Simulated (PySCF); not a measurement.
tert-butyl cation (C4H9), SMILES C[C+](C)C, charge +1.

Geometry optimised at PBE-D3(BJ)/def2-SVP. A frequency run showed that this geometry is not a minimum.

Two levels are set side by side: TDA-PBE/def2-SVPD (PySCF) and TDA-LC-ωPBE/def2-SVPD (PySCF). Vertical, same geometry. The lowest singlet is HOMO→LUMO 98 % with PBE and HOMO→LUMO 96 % with the other functional; states are paired by order. Differences are taken from unrounded values.

```
quantity                               TDA-PBE
-------------------------------------  -------
lowest singlet excitation (eV)            5.32
lowest triplet excitation (TDA) (eV)      4.83
first bright state (f over 0.05) (eV)     6.63
its oscillator strength                   0.29
```

Q: These are the TDA-PBE values. What does TDA-LC-ωPBE give? (The exact figures need the calculation; the answer reports its results.)

A: 
```json
[
 {"quantity": "lowest singlet excitation (eV)", "TDA-LC-ωPBE": "5.95", "TDA-PBE minus TDA-LC-ωPBE": "-0.63"},
 {"quantity": "lowest triplet excitation (TDA) (eV)", "TDA-LC-ωPBE": "5.28", "TDA-PBE minus TDA-LC-ωPBE": "-0.45"},
 {"quantity": "first bright state (f over 0.05) (eV)", "TDA-LC-ωPBE": "7.50", "TDA-PBE minus TDA-LC-ωPBE": "-0.87"},
 {"quantity": "its oscillator strength", "TDA-LC-ωPBE": "0.30", "TDA-PBE minus TDA-LC-ωPBE": "-0.01"}
]
```

A lower first singlet is the usual sign of a functional without exact exchange. Differences between two approximate levels are no errors against the true value.

Rough cost on one machine, each run with all the roots and properties that it gave: TDA-LC-ωPBE against TDA-PBE about 3 times.
